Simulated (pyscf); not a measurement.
Single points on ωB97X-D3(BJ)/def2-SVP structures (PySCF, gas phase).

SMILES: O=C(O)CCO
```xyz
12

O     -2.7830     0.6686    -0.9020
C     -1.5896     0.6283    -0.7786
O     -1.0084     0.0341     0.2734
C     -0.6286     1.2674    -1.7804
C      0.6228     0.4520    -2.0738
O      1.3863     0.3746    -0.8727
H     -0.0368     0.0962     0.1821
H     -1.1962     1.4504    -2.7027
H     -0.3232     2.2486    -1.3777
H      1.2076     0.9439    -2.8712
H      0.3458    -0.5583    -2.4294
H      2.1103    -0.2509    -0.9893
```

How much does it cost (ΔH, 298 K, ωB97M-D3(BJ)/def2-TZVP) to split O=C(OH)–CH₂–CH₂–OH (SMILES O=C(O)CCO) at its C–C bond into •H₂C–C(=O)–OH + •H₂C–OH?

C–C to •H₂C–C(=O)–OH + •H₂C–OH: 3.50 eV. The 7 functionals that were run give +3.14 (r²SCAN) to +3.53 eV (M06-2X). The radicals are drawn with the spin at the cut bond; how far it spreads was not checked. Other isomers of •H₂C–C(=O)–OH, •H₂C–OH were not searched in full and may lie lower.
